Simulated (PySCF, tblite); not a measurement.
Isomers of [C2H2FO]- (charge -1), one GFN2-xTB conformer each. Single-point energies are computed at PBE0/pcSseg-1 (PySCF, gas phase, no added dispersion term), electronic only.

```
    SMILES  GFN2-xTB relative energy (kJ/mol)
C=C([O-])F                                0.0
[O-]/C=C/F                               69.3
```

Question: What does PBE0/pcSseg-1 give for the same structures?

Answer: 
```tsv
SMILES	PBE0/pcSseg-1 E (Eh)	PBE0/pcSseg-1 (kJ/mol)	GFN2-xTB (kJ/mol)	point group
C=C([O-])F	-252.21357	0.0	0.0	Cs
[O-]/C=C/F	-252.16990	114.6	69.3	Cs
```

Both levels put the same isomer lowest. 

Question: What happens when harmonic zero-point energies from GFN2-xTB frequencies are added?

Answer: 
| SMILES | ZPE (kJ/mol) | electronic (kJ/mol) | with ZPE (kJ/mol) |
| --- | --- | --- | --- |
| C=C([O-])F | 89.5 | 0.0 | 0.0 |
| [O-]/C=C/F | 87.9 | 114.6 | 113.1 |

The zero-point energies span 1.6 kJ/mol. The order is unchanged.
